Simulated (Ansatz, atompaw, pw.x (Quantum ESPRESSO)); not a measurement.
## oxygen: one change to the PAW (atompaw) potential, in the atom and in the fcc crystal

oxygen (O), PAW, made with atompaw 4.2.0.5 (LDA (PW92), scalar-relativistic). Core [He], reference 2s1.5 2p4.5. Waves: 2s (bound): rc 1.90 bohr; 2s channel at -1.2 Ry: rc 1.90 bohr; 2p (bound): rc 1.90 bohr; 2p channel at -0.4 Ry: rc 1.90 bohr; 3d channel at 0.35 Ry: rc 1.90 bohr; 3d channel at 2.15 Ry: rc 1.85 bohr. Local part: bessel scheme, radius 1.40 bohr. Core correction: smooth core density matched at 1.65 bohr. Augmentation charge: gaussian compensation charge, radius 1.45 bohr; PAW radius 1.90 bohr; waves and projectors: custom polynom vanderbiltortho.

Change: all radii scaled by about 1.14 (s 2.16, p 2.16, d 2.16 bohr); local potential bessel scheme, radius 1.58 bohr; augmentation gaussian compensation charge, radius 1.64 bohr; PAW radius 2.16 bohr; waves and projectors: custom polynom vanderbiltortho; core correction smooth core density matched at 1.88 bohr.

Cutoffs, loose and tight: the cutoffs (Ry, on a coarse ladder) from which the occupation-weighted sum of valence levels, in a spherical-Bessel basis at the reference potential, stays within 10 and 1 mRy of its value at 400 Ry. They see the waves and projectors alone, not the compensation charge or the core.

Crystal test: fcc O in pw.x 7.5, no spin, 18³ k-points, Fermi–Dirac smearing 0.01 Ry, cutoffs set for each file from its atomic test. The reference is all-electron LAPW (Ansatz 0.2.0) with the same functional, mesh and smearing; V0 and B0 come from Birch–Murnaghan fits to the pressures at five volumes. Errors are pseudo minus all-electron; Δ is the rms difference of the E(V) curves that follow from these fits, minima aligned, over ±6 % about the mean V0. Mesh and smearing are coarse, so the numbers serve the comparison and aren't converged zero-temperature values; the lattice is a test structure that the element need not adopt. Spin polarisation is left out.

All-electron: a0 = 3.070 Å (V0 = 7.23 Å³/atom), B0 = 194.3 GPa.

Does the change bring the crystal closer to the all-electron result?

The mean pressure error goes from +0.25 to +0.51 GPa, so the change moves the solid further from the all-electron pressures. At 80 % of its cutoff the pressure of the base moves by -0.64 GPa.

| quantity | base | changed |
| --- | --- | --- |
| outcome (atom) | generated | generated |
| cutoff, loose (atom) | 21 Ry | 15 Ry |
| cutoff, tight (atom) | 35 Ry | 30 Ry |
| bound ghosts (atom) | none | none |
| cutoffs in pw.x (Ry) | 45/450 | 40/400 |
| a0 (Å) | 3.071 | 3.072 |
| a0 error (%) | +0.04 | +0.08 |
| B0 error (%) | +0.1 | +0.4 |
| Δ (meV/atom) | 0.4 | 0.8 |
| mean pressure error (GPa) | +0.25 | +0.51 |

Changed file: The largest radius (2.16 bohr) exceeds half the bond length (2.05 bohr), so the spheres overlap, which is one possible source of error among others. The atomic cutoffs weigh occupied waves only.
